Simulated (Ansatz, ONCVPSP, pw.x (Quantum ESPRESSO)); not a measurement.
**pw.x on bcc W: one setting changed**

Potential: optimised norm-conserving Vanderbilt (ONCV), ONCVPSP 4.0.1.1 (patched build), PBE; core [Kr] 4d10 4f14, reference 5s2 5p6 5d4 6s2; waves: 5s+6s: rc 1.65 bohr, ncon 4, nbas 7, qcut 8.5 1/bohr, 2 projectors; 5p: rc 1.55 bohr, ncon 4, nbas 9, qcut 7.6 1/bohr, 2 projectors, debl 1.1 Ha; 5d: rc 2.00 bohr, ncon 4, nbas 9, qcut 9.4 1/bohr, 2 projectors, debl 1.3 Ha; local part: polynomial inside 1.35 bohr (lpopt 5, dvloc0 1 Ha); core correction: polynomial model core, fcfact 0.4. In the p channel the program set the typed energies aside and used -1.588, 0.250 Ha.

The reference run (k-mesh 14³, cutoffs 65/260 Ry, Fermi–Dirac 0.01 Ry, mixing_beta 0.4, conv_thr 1e-9, no spin) gives -2.92 GPa at 16.130 Å³/atom, where all-electron LAPW gives 0.30 GPa. This run, with its own iteration cap, changes k-mesh shift to 1.

```
&control
  calculation='scf', prefix='x', pseudo_dir='./', outdir='./tmp', tstress=.true., disk_io='none'
/
&system
  ibrav=0, nat=1, ntyp=1, ecutwfc=65, ecutrho=260, nbnd=15,
  occupations='smearing', smearing='fd', degauss=0.01
/
&electrons
  conv_thr=1e-09, mixing_beta=0.4, electron_maxstep=50
/
ATOMIC_SPECIES
W 1.0 W.UPF
CELL_PARAMETERS angstrom
  -1.59168867 1.59168867 1.59168867
  1.59168867 -1.59168867 1.59168867
  1.59168867 1.59168867 -1.59168867
ATOMIC_POSITIONS crystal
W 0.0000 0.0000 0.0000
K_POINTS automatic
14 14 14 1 1 1
```

```bash
pw.x < W.scf.in > W.scf.out
```

Task: How does the run end?

Result: It converges in 7 iterations; the free energy moves by -6.2 meV/atom and the pressure by -0.08 GPa.

```
Message from routine setup:
     using ibrav=0 with symmetry is DISCOURAGED, use correct ibrav instead
     lattice parameter (alat)  =       5.2098  a.u.
     unit-cell volume          =     108.8506 (a.u.)^3
     number of electrons       =        14.00
     number of Kohn-Sham states=           15
     kinetic-energy cutoff     =      65.0000  Ry
     charge density cutoff     =     260.0000  Ry
     scf convergence threshold =      1.0E-09
     Exchange-correlation= PBE
     number of k points=   100  Fermi-Dirac smearing, width (Ry)=  0.0100
     iteration #  1     ecut=    65.00 Ry     beta= 0.40
     total energy              =    -162.89401291 Ry
     estimated scf accuracy    <       0.04057798 Ry
     iteration #  2     ecut=    65.00 Ry     beta= 0.40
     total energy              =    -162.89480988 Ry
     estimated scf accuracy    <       0.00630018 Ry
     iteration #  3     ecut=    65.00 Ry     beta= 0.40
     total energy              =    -162.89557058 Ry
     estimated scf accuracy    <       0.00041606 Ry
     iteration #  4     ecut=    65.00 Ry     beta= 0.40
     total energy              =    -162.89558879 Ry
     estimated scf accuracy    <       0.00000513 Ry
     iteration #  5     ecut=    65.00 Ry     beta= 0.40
     total energy              =    -162.89559002 Ry
     estimated scf accuracy    <       0.00000022 Ry
     iteration #  6     ecut=    65.00 Ry     beta= 0.40
     total energy              =    -162.89559005 Ry
     estimated scf accuracy    <          6.8E-09 Ry
     iteration #  7     ecut=    65.00 Ry     beta= 0.40
     the Fermi energy is    22.0234 ev
!    total energy              =    -162.89559005 Ry
     estimated scf accuracy    <          8.8E-10 Ry
     smearing contrib. (-TS)   =      -0.00206129 Ry
     The total energy is F=E-TS. E is the sum of the following terms:
     one-electron contribution =     -15.58569119 Ry
     hartree contribution      =      16.24614674 Ry
     xc contribution           =     -44.98284323 Ry
     ewald contribution        =    -118.57114109 Ry
     convergence has been achieved in   7 iterations
          total   stress  (Ry/bohr**3)                   (kbar)     P=      -30.02
     Message from routine punch:
     Nothing written, as per user request (disk_io='none')
```

The run took about 10 s on one core of a shared host (Intel(R) Xeon(R) 6975P-C, 192 threads, 756 GiB, load 78).
